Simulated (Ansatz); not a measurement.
fcc Sr was calculated with PBE in Ansatz (PAW).

Output (set-up and result lines):

```
WARN output.stress: scf.convergence.dr2_threshold = 1e-9 eV is looser than the 1e-10 eV advised for a printed stress (1e-10 eV for each atom of the cell: 1)
Crystal: 1 atoms, lattice volume = 53.702 Å³
Basis set: ecut = 520 eV, 1459 PW (Γ), exchange–correlation on 64×64×64 points (8 copies of the dense FFT grid, shifted against one another)
Bands: 9, of which v1, the nominal top of the filled ones, is band 5 counted from 1 (4 counted from 0)
Symmetry: 48 space group operations
Space group: Fm-3m (ITA 225), of the structure as read, at distance tolerance 3.8e-5 Å
k-points: 145 of 4096
Functional: x = pbe(κ = 0.804, μ = 0.2195149727645171), c = pbe(β = 0.06672455060314922)
SCF iter   1: F=—  HF=-3544.225231 eV  |F-HF|=—  |Δ(HF+E_count)|=         —  Δρ=9.81e-4  dr2=8.24e-4
SCF iter   2: F=—  HF=-3544.225817 eV  |F-HF|=—  |Δ(HF+E_count)|=   5.86e-4  Δρ=6.41e-4  dr2=4.22e-4
  ...
SCF iter   6: F=—  HF=-3544.225843 eV  |F-HF|=—  |Δ(HF+E_count)|=   2.70e-6  Δρ=1.12e-5  dr2=2.78e-8
SCF iter   7: F=-3544.225843 eV  HF=-3544.225843 eV  |F-HF|=2.58e-10  |Δ(HF+E_count)|=   1.00e-8  Δρ=1.42e-6  dr2=5.53e-10
SCF 1 converged in 7 iterations: F = -3544.225843 eV  dr2 = 5.53e-10
SCF converged after 7 iterations
Free energy (F): -3544.225843 eV
Internal energy: -3544.214827 eV  (E = F + TS)
E sigma→0 (E₀):  -3544.220335 eV
Fermi energy:    5.244167 eV
--- Stress (GPa, compression-positive) ---
        0.244981      -0.000000       0.000000
        0.000000       0.244981      -0.000000
       -0.000000       0.000000       0.244981
  P = ⅓ Tr σ = 0.2450 GPa (2.450 kbar)
```

Question: Write an input file that could have produced this run (the log leaves some choices open).

Answer: Several could match; the one computed here: 
Ansatz 0.2 input:
```yaml
crystal:
  lattice:
    - [0.0, 2.9944731291, 2.9944731291]
    - [2.9944731291, 0.0, 2.9944731291]
    - [2.9944731291, 2.9944731291, 0.0]
  atoms:
    - { symbol: Sr, position: [0.0, 0.0, 0.0] }
basis:
  ecutwfc: 520
  ecutrho_ratio: 4
  xc_grid: 2
kpoints:
  mp_grid: { grid: [16, 16, 16] }
hamiltonian:
  xc: pbe
  dispersion: none
  pseudopotentials: { kind: paw }
scf:
  occupations: { method: fermi_dirac, width: 0.05 }
  convergence: { dr2_threshold: 0.000000001 }
output:
  forces: false
  stress: true
  eigenvalues: true
```

The cell is one volume of an energy–volume scan, off the minimum.

The result took around 5 core-seconds (rough).

Ansatz is a first-principles code.
